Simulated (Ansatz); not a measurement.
**CH2S2: ionisation energy by level of theory**

How much energy removes an electron from CH2S2 at fixed geometry? The cation is run at each level and the neutral's energy taken from earlier runs.

Computed with Ansatz 0.2.0, Gaussian basis. Level: unrestricted cation, the program's frozen cores in correlated methods.

The runs, in order: UKS PBE-D4/def2-TZVPP; UKS r2SCAN-D4/def2-TZVPP; UKS PBE0-D4/def2-TZVPP; UKS B3LYP-D4/def2-TZVPP; UKS wB97X-V/def2-TZVPP; UKS wB97M-V/def2-TZVPP; UKS B2PLYP/def2-TZVPP; UHF-CCSD(T)/def2-TZVPP; UHF-MP2/def2-QZVPP; extrapolation to the limit; then −ε(HOMO) from the neutral's earlier runs with LDA (SPW92), PBE-D4, revPBE-D4, BLYP-D4, r2SCAN-D4, B97M-V, PBE0-D4, B3LYP-D4, r2SCANh-D4, r2SCAN0-D4, HSE06-D4, BHLYP-D4, CAM-B3LYP-D4, LC-ωPBE, ωB97X-V, ωB97M-V.

1 further run of the same task is left out (it didn't finish).

## Step 1: Structure used throughout

The geometry comes from an earlier relaxation with PBE0-D4 in a triple-zeta def2 set; it is a stationary point.

SMILES `S=CS`, 5 atoms, charge 0, spin multiplicity 1.

Atoms are counted from 1 here; the program's logs count them from 0.

Bond lengths: S1–C2 1.613 Å, C2–S3 1.720 Å, C2–H4 1.092 Å, S3–H5 1.346 Å. Angles: S1–C2–S3 128.9°, S1–C2–H4 121.4°, S3–C2–H4 109.7°, C2–S3–H5 96.2°.

## Step 2: Cation, UKS PBE-D4/def2-TZVPP

in.yaml

```yaml
crystal:
  periodic: [false, false, false]
  atoms:
    - {symbol: S, position_ang: [-1.475662, 0.361364, 0.799527]}
    - {symbol: C, position_ang: [-0.354977, -0.409733, -0.067457]}
    - {symbol: S, position_ang: [1.243507, 0.093123, -0.457004]}
    - {symbol: H, position_ang: [-0.549347, -1.390927, -0.506283]}
    - {symbol: H, position_ang: [1.186378, 1.272672, 0.189817]}
basis:
  gaussian: {orbitals: def2-TZVPP}
total_charge: 1
magnetization: {spin_polarized: true, initial_magnetization: 1}
hamiltonian: {xc: pbe, dispersion: d4}
```

On the command line:

```console
$ ansatz run in.yaml --threads 2 --pin off --events-out ev --progress --plain --max-ram 4352MiB
```

The runs that follow: Cation, UKS r2SCAN-D4/def2-TZVPP; Cation, UKS PBE0-D4/def2-TZVPP; Cation, UKS B3LYP-D4/def2-TZVPP; Cation, UKS wB97X-V/def2-TZVPP; Cation, UKS wB97M-V/def2-TZVPP; Cation, UKS B2PLYP (frozen core)/def2-TZVPP; Cation, UHF-CCSD(T)/def2-TZVPP; Cation, UHF-MP2/def2-QZVPP.

Q: Predict the results of all the runs planned. Wanted: ionisation energy, CCSD(T)/CBS; nearest functional by difference; nearest −ε(HOMO); −ε(HOMO) of PBE; T1 of the cation.

As calculated:

| quantity | value |
| --- | --- |
| ionisation energy, CCSD(T)/CBS | 9.14 eV |
| nearest functional by difference | ωB97X-V (-0.16 eV) |
| nearest −ε(HOMO) | ωB97X-V (-0.07 eV) |
| −ε(HOMO) of PBE | 5.50 eV |
| T1 of the cation | 0.024 |

In words: By cation minus neutral, the functionals miss by 0.29 eV at most. The PBE orbital energy is 3.6 eV too small: a semilocal HOMO is no ionisation energy. Among orbital estimates ωB97X-V comes nearest. Hartree-Fock falls 1.32 eV short, as the neutral has more correlation energy than the cation.
